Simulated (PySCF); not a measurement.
## J couplings in C$_{4}$H$_{6}$O

Cartesian coordinates in Å; atom numbers follow the order of the lines, from 1:
```xyz
11

O     2.5098   -0.8936    0.1083
C     1.4467   -0.4336    0.4292
C     0.3068   -0.2197   -0.4693
C    -1.0903   -0.3867    0.0860
C    -0.5889    0.9747   -0.2241
H     1.2491   -0.1248    1.4769
H     0.4859   -0.5184   -1.4941
H    -1.8251   -0.8352   -0.5640
H    -1.1844   -0.6781    1.1214
H    -0.9705    1.4892   -1.0922
H    -0.3337    1.6289    0.5960
```

Method: B3LYP/pcJ-1 (without the spin–dipole term)//GFN2-xTB, PySCF 2.14.0 with density-fitted response routines; isolated molecule, single conformer, non-relativistic. Couplings are averaged over pairs made equivalent by symmetry, fast rotation or ring inversion, so a value needn't be that of the named pair in this geometry, while other rotamers aren't included; one pair stands for each set, and the list holds a selection of those of at least 0.8 Hz over up to four bonds, among pairs with at least one C or H atom (others weren't computed).

Isotopes: ¹³C, ¹H, ¹⁷O. Couplings to quadrupolar nuclei such as 17O and 33S are rarely resolved in practice.

```csv
pair,bonds,J (Hz)
"O1, C2",1,?
"C2, C3",1,58.7
"C2, H6",1,169.5
"C3, C4",1,12.3
"C3, H7",1,172.1
"C4, C5",1,17.8
"C4, H8",1,173.6
"C4, H9",1,167.9
"O1, C3",2,-1.1
"O1, H6",2,?
"C2, H7",2,?
"C3, H6",2,28.2
"C3, H8",2,?
"C4, H10",2,-1.5
"C4, H11",2,-1.6
"H8, H9",2,-6.4
"O1, H7",3,?
"C2, H8",3,?
"C2, H9",3,6.9
"C4, H6",3,?
"H6, H7",3,7.1
"H7, H8",3,9.2
"H7, H9",3,5.1
"H8, H10",3,?
"H8, H11",3,7.4
"H9, H11",3,10.9
```

Estimate the withheld couplings, with signs.

## Answers


- ¹J(O1,C2) = 32.0 Hz (bond length 1.202 Å)
- ²J(O1,H6) = -4.1 Hz (angle at C2 121°)
- ²J(C2,H7) = -1.3 Hz (angle at C3 114°)
- ²J(C3,H8) = -1.5 Hz (angle at C4 117°)
- ³J(O1,H7) = -0.8 Hz (dihedral angle 0°)
- ³J(C2,H8) = 3.8 Hz (dihedral angle 142°)
- ³J(C4,H6) = 1.2 Hz (dihedral angle 34°)
- ³J(H8,H10) = 9.5 Hz (dihedral angle 0°)
